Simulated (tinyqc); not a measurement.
Ways to converge the cycle: SCF convergence aids in the sto-3g basis, for NH3, spin multiplicity 1. Computed by the program tinyqc with PySCF. 

Geometry (angstrom):

| atom | x | y | z |
|---|---|---|---|
| N | 0.0000 | 0.0000 | 0.5620 |
| H | 0.7730 | 0.0000 | 0.0000 |
| H | -0.3870 | 0.6700 | 0.0000 |
| H | -0.3870 | -0.6700 | 0.0000 |

lowest restricted solution found by these runs and by PySCF = -55.403835 hartree

RHF with one setting changed at a time; a run stops when the energy changes by less than 1e-09 hartree and the error matrix is below 1e-5. The start is the core Hamiltonian. Damping d keeps d of the old density; a shift (hartree) raises the virtual levels; DIIS n extrapolates F over n matrices.

Largest element of the error matrix X^T (FDS - SDF) X:

| iteration | plain | damping 0.3 | damping 0.6 | shift 0.4 | DIIS 3 | DIIS 8 |
|---|---|---|---|---|---|---|
| 1 | 8.3e-01 | 8.3e-01 | 8.3e-01 | 8.3e-01 | 8.3e-01 | 8.3e-01 |
| 2 | 2.9e-01 | 1.8e-01 | 4.9e-01 | 1.6e-01 | 2.9e-01 | 2.9e-01 |
| 3 | 5.2e-02 | 6.9e-02 | 2.7e-01 | 1.8e-02 | 3.9e-02 | 3.9e-02 |
| 4 | 1.3e-02 | 3.0e-02 | 1.5e-01 | 6.6e-03 | 4.9e-03 | 4.9e-03 |
| 5 | 4.0e-03 | 1.6e-02 | 9.0e-02 | 3.4e-03 | 1.5e-03 | 1.3e-03 |
| 6 | 1.7e-03 | 9.1e-03 | 5.8e-02 | 1.8e-03 | 2.8e-04 | 1.6e-04 |
| 8 | 2.5e-04 | 2.9e-03 | 2.4e-02 | 5.2e-04 | 3.1e-06 | 3.7e-08 |
| 10 | 3.9e-05 | 9.1e-04 | 1.1e-02 | 1.5e-04 | - | - |
| 14 | - | 9.5e-05 | 3.1e-03 | 1.4e-05 | - | - |
| 20 | - | 3.4e-06 | 5.6e-04 | - | - | - |
| 30 | - | - | 3.2e-05 | - | - | - |

How each run ends:

| run | iterations | E (hartree) | state |
|---|---|---|---|
| plain | 12 | -55.40383 | lowest found |
| damping 0.3 | 20 | -55.40383 | lowest found |
| damping 0.6 | 43 | -55.40383 | lowest found |
| shift 0.4 | 15 | -55.40383 | lowest found |
| DIIS 3 | 8 | -55.40383 | lowest found |
| DIIS 8 | 8 | -55.40383 | lowest found |

6 of 6 runs reach the lowest restricted solution found, in 8 to 43 iterations (fastest: DIIS 3, DIIS 8). Plain steps already contract here, so damping only slows them. DIIS 3 and DIIS 8 gain by cancelling the error over several earlier matrices, much as a quasi-Newton step does.
